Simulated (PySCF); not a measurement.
Dipole moment and polarisability of methylenecyclopropene

Compound: methylenecyclopropene, C₄H₄.
Numbering: `[CH2:1]=[C:2]1[CH:3]=[CH:4]1` (hydrogens: H5, H6 on C1; H7 on C3; H8 on C4)

Geometry (PBE0-D3(BJ)/def2-TZVP, Å), atoms numbered from 1 in this order:
```xyz
8
C4H4 angstrom
C      1.0010    0.2806   -1.0502
C      0.1058    0.0255   -0.1081
C     -0.6565    0.3764    1.0523
C     -0.8589   -0.8141    0.5361
H      1.2337   -0.4555   -1.8084
H      1.5207    1.2292   -1.0805
H     -0.9004    1.0922    1.8205
H     -1.3831   -1.7546    0.5875
```

Level: CAM-B3LYP/aug-cc-pVTZ (PySCF), static field, nuclei fixed, core orbitals frozen in the response. The polarisability tensor in these axes (au):

```
x    48.94   5.93 -15.42
y     5.93  43.82  -0.57
z   -15.42  -0.57  51.97
```

Give the principal values, the mean and the anisotropy Δα = √{½[(α1 − α2)² + (α2 − α3)² + (α1 − α3)²]}.

Principal values 33.33, 44.59 and 66.81 au; mean 48.24 au = 7.15 Å³ = 7.95 × 10⁻⁴⁰ C²·m²/J; Δα = 29.51 au (61 % of the mean).

What is the dipole moment, and where does it point?

(-1.47, -0.42, 1.56) D, 2.18 D in size, pointing from the negative to the positive side. Measured along this direction, the outermost atoms are H6 and H5 at the negative end and H7 and H8 at the positive end.

In a dilute gas of rigid molecules at 250 K, how does the orientational term μ²/3kT compare with the electronic polarisability?

In Gaussian units μ²/3kT = 46.04 Å³ against 7.15 Å³, a ratio of 6.44; the Debye molar polarisation (4π/3)N_A(α + μ²/3kT) is 134.2 cm³/mol, leaving out the vibrational part.

Traceless (Buckingham) quadrupole moment about the centre of nuclear charge: eigenvalues?

-4.95, 0.48, 4.47 D·Å. The values depend on the origin, since the dipole doesn't vanish. The electronic extent ⟨r²⟩ about the same centre is 245 bohr², a root-mean-square distance of 1.56 Å for the 28 electrons.

Directions of the eigenvectors, and the extent of the frame along each?

Largest value along (-0.68, -0.19, 0.71), where the nuclei span 3.73 Å; middle along (0.15, 0.91, 0.39), 3.14 Å; least along (0.72, -0.38, 0.58), 0.01 Å. The response follows the extents in order.

Find the Langevin capture rate constant for NO+ (29.998 u) meeting this molecule (52.031 u), k = 2.342 × 10⁻⁹ cm³/s × √(α in Å³ / reduced mass in u).

The reduced mass is 19.03 u, so k = 1.44 × 10⁻⁹ cm³/s. The formula leaves out the permanent dipole, which adds to the capture rate.

Isolated species at its PBE0-D3(BJ)/def2-TZVP geometry, gas phase.
